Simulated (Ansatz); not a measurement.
A nudged elastic band was laid between two geometries of C3H3ClO (8 atoms, charge 0, multiplicity 1).

Computed with RKS PBE0-D4/def2-mTZVP (Ansatz).

```json
{
 "movable images": "7",
 "climbing image": "yes",
 "spring": "5.0 eV/Å²",
 "optimiser": "quadratic models (default)",
 "start path": "through a guess of the saddle point",
 "force threshold": "0.03 eV/Å",
 "iteration limit": "60",
 "end points": "relaxed"
}
```

First end point:

```xyz
8
Properties=species:S:1:pos:R:3
Cl -0.517 0.690 2.549
C -0.200 0.232 0.936
C 0.575 0.616 -0.076
C -0.062 -0.517 -0.832
O -0.856 -0.826 0.371
H 1.311 1.375 -0.270
H 0.571 -1.369 -1.081
H -0.729 -0.257 -1.654
```

Last end point:

```xyz
8
Properties=species:S:1:pos:R:3
Cl -1.225 0.485 1.826
C 0.347 1.146 1.211
C 0.736 0.526 0.014
C 0.172 -0.461 -0.766
O -0.939 -1.104 -0.564
H 1.677 0.909 -0.373
H 0.675 -0.785 -1.676
H -1.351 -0.772 0.272
```

(1) Which bonds break or form, and what moves?

(2) What energy profile does the band end with?

(3) What is the geometry of the highest image?

Answers

(1) Bonds broken: C2–O5, C4–H8. Bonds formed: O5–H8.

(2) It converged. The highest image is number 3 of 0 to 8, 3.33 eV above the first end and 1.94 eV above the last; the last end lies 1.40 eV above the first. Neighbouring images differ by up to 1.6 eV, so the band resolves the path poorly. A vibrational analysis at the climbing image gives one clearly imaginary mode, 933i cm⁻¹: a first-order saddle point. The orbitals stay closed-shell, which can raise the energy where a bond breaks towards radicals; this wasn't checked here.

```json
{"image": "0", "path coordinate (Å)": "0.00", "energy (eV)": "0.00", "C2–O5 (Å)": "1.37", "C4–H8 (Å)": "1.09", "O5–H8 (Å)": "2.11"}
{"image": "1", "path coordinate (Å)": "0.53", "energy (eV)": "0.23", "C2–O5 (Å)": "1.36", "C4–H8 (Å)": "1.09", "O5–H8 (Å)": "1.95"}
{"image": "2", "path coordinate (Å)": "1.07", "energy (eV)": "1.79", "C2–O5 (Å)": "1.34", "C4–H8 (Å)": "1.17", "O5–H8 (Å)": "1.52"}
{"image": "3", "path coordinate (Å)": "1.60", "energy (eV)": "3.33", "C2–O5 (Å)": "1.40", "C4–H8 (Å)": "1.60", "O5–H8 (Å)": "1.05"}
{"image": "4", "path coordinate (Å)": "2.21", "energy (eV)": "3.14", "C2–O5 (Å)": "1.48", "C4–H8 (Å)": "2.01", "O5–H8 (Å)": "0.98"}
{"image": "5", "path coordinate (Å)": "2.82", "energy (eV)": "3.01", "C2–O5 (Å)": "1.78", "C4–H8 (Å)": "1.98", "O5–H8 (Å)": "0.97"}
{"image": "6", "path coordinate (Å)": "3.44", "energy (eV)": "2.61", "C2–O5 (Å)": "2.55", "C4–H8 (Å)": "1.92", "O5–H8 (Å)": "0.96"}
{"image": "7", "path coordinate (Å)": "4.05", "energy (eV)": "1.74", "C2–O5 (Å)": "3.02", "C4–H8 (Å)": "1.89", "O5–H8 (Å)": "0.97"}
{"image": "8", "path coordinate (Å)": "4.66", "energy (eV)": "1.40", "C2–O5 (Å)": "3.14", "C4–H8 (Å)": "1.87", "O5–H8 (Å)": "0.99"}
```

(3) 
```xyz
8
Properties=species:S:1:pos:R:3:forces:R:3
Cl -0.835 0.825 2.272 0.00 0.00 0.00
C -0.149 0.154 0.850 0.00 0.00 0.00
C 0.737 0.529 -0.078 0.00 0.00 0.00
C 0.239 -0.345 -1.116 0.00 0.00 0.00
O -0.845 -0.854 0.165 0.00 0.01 -0.01
H 1.471 1.318 -0.114 0.00 0.00 0.00
H 0.771 -1.265 -1.359 0.00 0.00 0.00
H -1.296 -0.420 -0.676 0.01 -0.01 0.01
```

Time of the run: 3 min on 2 threads of AMD EPYC 9R45 96-Core Processor (Zen 5), on a shared host, peak memory 0.27 GiB.
